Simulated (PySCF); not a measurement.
**Name the molecule from its bond curve**

A diatomic of charge 0 contains F. Its singlet curve at r²SCAN in a double-zeta basis (no relativity, PySCF), in eV from the separated fragments:

| R (Å) | E (eV) |
| --- | --- |
| 1.451 | -5.212 |
| 1.518 | -5.889 |
| 1.586 | -6.262 |
| 1.636 | -6.395 |
| 1.687 | -6.435 |
| 1.738 | -6.404 |
| 1.805 | -6.279 |
| 1.889 | -6.033 |
| 1.991 | -5.656 |
| 2.126 | -5.092 |

The fit gives ωe = 821 cm⁻¹ and the rotational constant Bₑ = 0.5308 cm⁻¹.

Problem. Which atom is the partner?

Solution. The minimum lies at 1.688 Å, so the reduced mass is 16.8576 u Å² cm⁻¹/(Bₑ·Re²) = 11.15 u. With F at 19.00 u the partner weighs about 27.0 u: Al. The molecule is AlF.

3-21G is very small, so such numbers show the basis as much as the molecule.
